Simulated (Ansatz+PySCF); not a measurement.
Results of a calculation; reference values are marked as such.
## Ansatz (development build ahead of 0.2.0) run

```yaml
crystal:
  periodic: [false, false, false]
  atoms:
    - { symbol: C, position_ang: [0.06053, 0.70149, -0.00376] }
    - { symbol: "N", position_ang: [0.04192, -0.75865, -0.00165] }
    - { symbol: H, position_ang: [-0.94048, 1.16699, 0.0037] }
    - { symbol: H, position_ang: [-0.46707, -1.1014, 0.80823] }
    - { symbol: H, position_ang: [-0.45097, -1.10232, -0.81867] }
    - { symbol: H, position_ang: [0.59358, 1.06509, 0.87524] }
    - { symbol: H, position_ang: [0.59028, 1.06179, -0.87241] }
basis:
  gaussian: { orbitals: cc-pVTZ }
total_charge: 1
magnetization:
  spin_polarized: true
  initial_magnetization: 1
hamiltonian:
  xc: hf
correlation:
  method: mp2
  frozen_orbitals: { C: 1, H: 0, "N": 1 }
```

The input is written out in the form of the current development build from the run's settings.

Results

```
Converged                       : yes
Reference energy                : -94.94729 hartree
Correlation energy              : -0.35120 hartree
Total energy                    : -95.29849 hartree
Spin squared of the determinant : 0.761
Stability test                  : minimum
```
